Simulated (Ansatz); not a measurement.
The same path of C$_{3}$H$_{6}$OS (11 atoms, charge 0, multiplicity 1) was run twice with different band settings. The coordinate that changes most is the dihedral H6–C1–C2–S3.

These are results of RKS PBE/6-31G* in Ansatz, not measurements.

Relaxed end points:

```xyz
11
Properties=species:S:1:pos:R:3
C -0.347 0.835 0.900
C 0.186 -0.445 0.270
S 1.965 -0.354 -0.260
C -0.570 -0.880 -0.980
O -1.361 -0.165 -1.576
H 0.270 1.135 1.760
H -0.359 1.654 0.163
H -1.386 0.683 1.240
H 0.192 -1.287 0.988
H 1.782 0.672 -1.136
H -0.307 -1.907 -1.347
```

```xyz
11
Properties=species:S:1:pos:R:3
C -0.391 0.825 0.891
C 0.102 -0.473 0.265
S 1.939 -0.542 -0.004
C -0.502 -0.769 -1.102
O -1.124 0.050 -1.759
H -0.219 1.673 0.210
H -1.478 0.765 1.074
H 0.121 1.021 1.845
H -0.077 -1.343 0.925
H 1.985 0.536 -0.834
H -0.289 -1.800 -1.490
```

Common settings: spring 5.0 eV/Å²; optimiser quadratic models (default); start path through a guess of the saddle point; force threshold 0.03 eV/Å; iteration limit 60; end points relaxed.

| run | movable images | climbing image |
| --- | --- | --- |
| 1 | 5 | yes |
| 2 | 4 | no |

Q: What does each run give, and how far can it be trusted?

A: Run 1: converged after 8 iterations, highest image 0.113 eV above the first end. A vibrational analysis at the climbing image gives one clearly imaginary mode, 204i cm⁻¹: a first-order saddle point.
Run 2: converged after 8 iterations, highest image 0.102 eV above the first end. No image climbed, so the highest image needn't sit at the top of the path.
